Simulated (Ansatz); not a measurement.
Mulliken charges of `C=CC(=C)F` from ωB97M-V/def2-TZVPP in Ansatz (PBE0-D4/def2-TZVP geometry).

```tsv
atom	x (Å)	y (Å)	z (Å)	charge (e)
C1	-1.448	-0.655	-0.905	-0.209
C2	-0.641	-0.356	0.109	-0.117
C3	0.630	0.323	-0.033	0.254
C4	1.466	0.641	0.949	-0.246
F5	0.951	0.641	-1.297	-0.205
H6	-2.388	-1.165	-0.738	0.108
H7	-1.188	-0.398	-1.925	0.110
H8	-0.909	-0.618	1.128	0.100
H9	2.398	1.150	0.748	0.107
H10	1.213	0.387	1.968	0.099
```

**Question.** By hand: the dipole of these point charges (1 e Å = 4.8032 D).

**Answer.** Σ q r = (-0.121, -0.099, 0.297) e Å, of length 0.336 e Å = 1.61 D.

**Question.** How does the dipole of the full density compare? (An estimate is asked.)

**Answer.** The calculation gave: (-0.133, -0.096, 0.228) e Å, 1.35 D; the point charges give 1.19 times that, at 8° from its direction.

Point charges leave out the atoms' own dipoles, such as those of lone pairs, and Mulliken's split depends on the basis, so the two needn't agree.
